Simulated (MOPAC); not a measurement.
MOPAC input (PM3):

```
PM3 1SCF GEO-OK AUX(PRECISION=9) THREADS=1
C2H4O2

C    -0.00019564 1    0.15550613 1    0.00202606 1
O     0.17957592 1    1.34436533 1    0.02150869 1
O    -1.24075127 1   -0.39145260 1   -0.00806867 1
H    -1.87281039 1    0.34435362 1    0.00369323 1
C     1.06723178 1   -0.89990501 1   -0.01278463 1
H     2.04521103 1   -0.42828240 1   -0.01861809 1
H     0.96507153 1   -1.53966993 1    0.86487500 1
H     0.94971371 1   -1.53330981 1   -0.89291883 1
```

From the last part of the output:

```
                                                       MOPAC v23.2.5 Linux

          FINAL HEAT OF FORMATION =       -100.02956 KCAL/MOL =    -418.52369 KJ/MOL

          COSMO AREA              =         91.60 SQUARE ANGSTROMS
          COSMO VOLUME            =         73.61 CUBIC ANGSTROMS

          IONIZATION POTENTIAL    =         11.470714 EV
          HOMO LUMO ENERGIES (EV) =        -11.471  0.988
          NO. OF FILLED LEVELS    =         12
          MOLECULAR WEIGHT        =         60.0524         POINT GROUP:  Cs

          MOLECULAR DIMENSIONS (Angstroms)

            Atom       Atom       Distance
            H     6    H     4     3.99354
            O     2    H     8     2.82395
            H     8    H     7     1.66575

          SCF CALCULATIONS        =          1

   ATOM   CHEMICAL          X               Y               Z
  NUMBER   SYMBOL      (ANGSTROMS)     (ANGSTROMS)     (ANGSTROMS)

     1       C         -0.00019564  *   0.15550613  *   0.00202606  *
     2       O          0.17957592  *   1.34436533  *   0.02150869  *
     3       O         -1.24075127  *  -0.39145260  *  -0.00806867  *
     4       H         -1.87281039  *   0.34435362  *   0.00369323  *
     5       C          1.06723178  *  -0.89990501  *  -0.01278463  *
     6       H          2.04521103  *  -0.42828240  *  -0.01861809  *
     7       H          0.96507153  *  -1.53966993  *   0.86487500  *
     8       H          0.94971371  *  -1.53330981  *  -0.89291883  *

                             CARTESIAN COORDINATES

   1    C       -0.000195640     0.155506130     0.002026060
   2    O        0.179575920     1.344365330     0.021508690
   3    O       -1.240751270    -0.391452600    -0.008068670
   4    H       -1.872810390     0.344353620     0.003693230
   5    C        1.067231780    -0.899905010    -0.012784630
   6    H        2.045211030    -0.428282400    -0.018618090
   7    H        0.965071530    -1.539669930     0.864875000
   8    H        0.949713710    -1.533309810    -0.892918830

           Empirical Formula: C2 H4 O2  =     8 atoms

      MOLECULAR POINT GROUP   :   Cs

                  EIGENVALUES
 -40.19135 -35.89978 -30.86332 -21.13052 -18.45551 -17.26699 -16.51254 -14.56450
 -14.09068 -13.74970 -12.33291 -11.47071   0.98800   2.12243   3.59955   3.77168
   3.89263   4.07198   4.78629   7.01092

              NET ATOMIC CHARGES AND DIPOLE CONTRIBUTIONS

  ATOM NO.   TYPE          CHARGE      No. of ELECS.   s-Pop       p-Pop
    1          C           0.377641        3.6224     1.18455     2.43781
    2          O          -0.380192        6.3802     1.86078     4.51942
    3          O          -0.297366        6.2974     1.80402     4.49335
    4          H           0.217719        0.7823     0.78228
    5          C          -0.127417        4.1274     1.13055     2.99687
    6          H           0.071643        0.9284     0.92836
    7          H           0.068928        0.9311     0.93107
    8          H           0.069045        0.9310     0.93096
 DIPOLE           X         Y         Z       TOTAL
 POINT-CHG.     0.171    -1.869    -0.029     1.877
 HYBRID        -0.331     0.257     0.006     0.419
 SUM           -0.161    -1.612    -0.023     1.620

          ATOMIC ORBITAL ELECTRON POPULATIONS

     Atom    s        px        py        pz
    1  C   1.18455   0.84195   0.87525   0.72060
    2  O   1.86078   1.87033   1.22804   1.42105
    3  O   1.80402   1.18652   1.42325   1.88358
    4  H   0.78228
    5  C   1.13055   0.97933   0.98318   1.03435
    6  H   0.92836
    7  H   0.93107
    8  H   0.93096

 **********************
 *                    *
 * JOB ENDED NORMALLY *
 *                    *
 **********************

 == MOPAC DONE ==
```
